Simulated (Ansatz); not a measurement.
System: C2H2Cl, charge 0, doublet. C2H2Cl (SMILES ClC=[CH], doublet).
B3LYP-D3(BJ)/def2-TZVP minimum from Ansatz (an electronic-structure program):
```
C
C 1 1.2939
H 2 1.0745 1 142.67
H 1 1.0812 2 125.45 3 180.00
Cl 1 1.7731 4 111.99 2 -180.00
```
Charge 0, spin multiplicity 2.

Wanted: atomisation energy (electronic, to ground-state atoms), in kJ/mol. UHF or UKS for unpaired electrons; spin-orbit terms are left out. CBS(X,Y): correlation extrapolated as X^-3, Hartree-Fock from the larger set (Q,5: extrapolated as (X+1)exp(-9√X)). A bracket is a step between two methods taken in the basis named. Functionals run without relativity, which enters their misses. Double hybrids freeze cores in their MP2 part. 'core' is core correlation in cc-pwCVTZ (1s frozen past Ne), 'X2C' scalar relativity in cc-pVTZ-DK, both at CCSD(T). Where a partner has so few electrons that a lower coupled-cluster level is exact, that level stands in. The UHF reference of C2H2Cl ([CH]=CCl, doublet) is spin-contaminated (<S^2> up to 0.20 over the pure value in the sets run).

CCSD(T)/CBS(cc-pV(Q+d)Z,cc-pV(5+d)Z) + [CCSDT(Q) - CCSD(T)]/cc-pV(D+d)Z + core + X2C (Ansatz) gives 1778.3 kJ/mol.

Q: What does PBE/def2-TZVPD (Ansatz) give here, and how do the other levels compare?

A: PBE gives 1852.2 kJ/mol, 73.9 kJ/mol above it. Differences of the others: B3LYP/def2-TZVPD (Ansatz) -10.6; PBE0/def2-TZVPD (Ansatz) 24.8; B2PLYP/def2-TZVPD (Ansatz) -23.6; CCSD(T)/CBS(cc-pV(Q+d)Z,cc-pV(5+d)Z) + core + X2C (Ansatz) -4.0 kJ/mol. Nearer than PBE: B3LYP/def2-TZVPD, PBE0/def2-TZVPD, B2PLYP/def2-TZVPD, CCSD(T)/CBS(cc-pV(Q+d)Z,cc-pV(5+d)Z) + core + X2C.
